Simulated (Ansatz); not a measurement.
`C[CH2][MgH]` + CH₃OH → `C[O][MgH]` + `CC` at 298.15 K and 1 bar (ligand exchange at a Mg–C bond).

Isolated molecules relaxed with PBE0-D4/def2-TZVP in Ansatz; ΔE leaves out vibrations. CCSD(T)/CBS adds triple-zeta CCSD(T) − MP2 to the extrapolated MP2 energy (def2 sets, frozen cores). This one scheme is used for every species. For Mg outer-core shells are correlated without core-valence functions, which leaves a few kJ/mol of doubt a bond.

```csv
species,CCSD(T)/CBS energy (Eh),H − E (kJ/mol),S (J/(mol·K))
`C[CH2][MgH]`,-279.57780,196.2,296.7
CH₃OH,-115.61712,146.3,238.2
`C[O][MgH]`,-315.53638,137.5,284.3
`CC`,-79.71954,207.7,227.7
```

H − E and S are ideal-gas, rigid-rotor, harmonic terms from PBE0-D4/def2-TZVP. 1 Eh = 2625.50 kJ/mol, R = 8.31446 J/(mol·K).

Task: By hand: ΔE, ΔH, ΔS and ΔG.

Result: ΔE = (-315.53638) + (-79.71954) − (-279.57780) − (-115.61712) = -0.06100 Eh = -160.2 kJ/mol. Δ(H − E) = 137.5 + 207.7 − 196.2 − 146.3 = 2.7, so ΔH = -157.5 kJ/mol. ΔS = 284.3 + 227.7 − 296.7 − 238.2 = -22.9 J/(mol·K). ΔG = -157.5 − 298.15 × (-22.9)/1000 = -150.7 kJ/mol.

Task: By hand: the equilibrium constant, and the temperature at which ΔG would vanish if ΔH and ΔS stayed fixed.

Result: log₁₀ K = −ΔG/(RT ln 10) = 26.4. ΔG = 0 at ΔH/ΔS = 6878 K, far beyond where these terms or the molecules hold.

ΔH outweighs TΔS. A doubt of 5 kJ/mol in ΔE shifts log₁₀ K by 0.9 here. These are equilibria of isolated gas molecules and say nothing of rates. Largest T1 diagnostic: 0.011 (customary marks: 0.02 for closed shells, 0.045 for open ones).
